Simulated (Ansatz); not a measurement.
The first iterations of a band of C2H7N2 (11 atoms, charge 1, multiplicity 1).

Theory: Ansatz, RKS PBE0/def2-SVP.

* movable images: 5
* climbing image: yes
* spring: 5.0 eV/Å²
* optimiser: quadratic models (default)
* start path: through a guess of the saddle point
* force threshold: 0.05 eV/Å
* iteration limit: 51
* end points: relaxed

Initial state:

```xyz
11
Properties=species:S:1:pos:R:3
C -0.674 1.546 0.102
N -0.516 0.099 0.058
C 0.624 -0.521 -0.078
N 0.794 -1.824 -0.120
H -1.124 1.845 1.059
H -1.320 1.878 -0.722
H 0.308 2.026 0.003
H -1.369 -0.453 0.140
H 1.523 0.100 -0.164
H 0.027 -2.488 -0.050
H 1.726 -2.209 -0.228
```

Final state:

```xyz
11
Properties=species:S:1:pos:R:3
C -0.674 1.546 0.102
N -0.516 0.099 0.058
C 0.624 -0.521 -0.078
N 0.793 -1.823 -0.120
H -1.123 1.845 1.059
H -1.320 1.878 -0.722
H 0.308 2.026 0.003
H -1.369 -0.453 0.140
H 1.523 0.100 -0.164
H 1.726 -2.209 -0.229
H 0.027 -2.487 -0.050
```

| iteration | highest image above the first end (eV) | largest band force component (eV/Å) |
| --- | --- | --- |
| 1 | 5.095 | 24.052 |
| 2 | 1.213 | 1.701 |

**Question.** Does the band converge within its limit, and where does its top end?

**Answer.** The run converged. It ended after 8 iterations with the highest image 1.014 eV above the first end. A vibrational analysis at the climbing image gives one clearly imaginary mode, 566i cm⁻¹: a first-order saddle point. Limits of this set-up: the dipole of an ion depends on the origin.

Run time: 4.1 min on 1 thread of Intel(R) Xeon(R) Processor @ 2.50GHz (Skylake/Cascade Lake), on a shared host, peak memory 0.18 GiB.
